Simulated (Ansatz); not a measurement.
# AlPH (quartet): wave-function methods side by side, def2-QZVPP

The task here is to estimate one member of a computed series from the others.

Method: def2-QZVPP, core rule «outside noble gas», up to 10 orbitals frozen; program: Ansatz 0.2.0, Gaussian basis.

Plan: UHF; ROHF; CCSD(T) on UHF.

### The geometry

The geometry is a PBE0/def2-TZVP stationary point (not a proven minimum).

3 atoms, charge 0, spin multiplicity 4.

Atoms are counted from 1 here; the program's logs count them from 0.

Bond lengths: Al1–P2 2.392 Å, P2–H3 1.430 Å. Angles: Al1–P2–H3 98.4°.

The first run:

in.yaml

```yaml
crystal:
  periodic: [false, false, false]
  atoms:
    - {symbol: Al, position_ang: [0.000000, 0.034843, 1.300562]}
    - {symbol: P, position_ang: [0.000000, -0.073644, -1.088657]}
    - {symbol: H, position_ang: [0.000000, 1.330368, -1.360548]}
basis:
  gaussian: {orbitals: "def2-QZVPP.json"}
magnetization: {spin_polarized: true, initial_magnetization: 3}
hamiltonian: {xc: hf}
output: {orbitals: {seedname: orbitals}}
```

Command:

```
> ansatz run in.yaml --threads 1 --pin off --events-out ev --progress --plain --max-ram 2393MiB
```

Steps of the session up to this table: UHF; ROHF; CCSD(T) on UHF.

One of the session's tables, all rows but one given; the rest of the session is left out.

| method | from UCCSD(T) (kJ/mol) |
| --- | --- |
| ROHF | ? |
| UHF | +559.0 |
| UMP2 | +105.7 |
| UCCSD | +28.5 |
| UCCSD(T) | 0 |

Estimate the missing values for ROHF.

As computed: from UCCSD(T) (kJ/mol): +577.6. In the column «from UCCSD(T) (kJ/mol)» it is the highest.
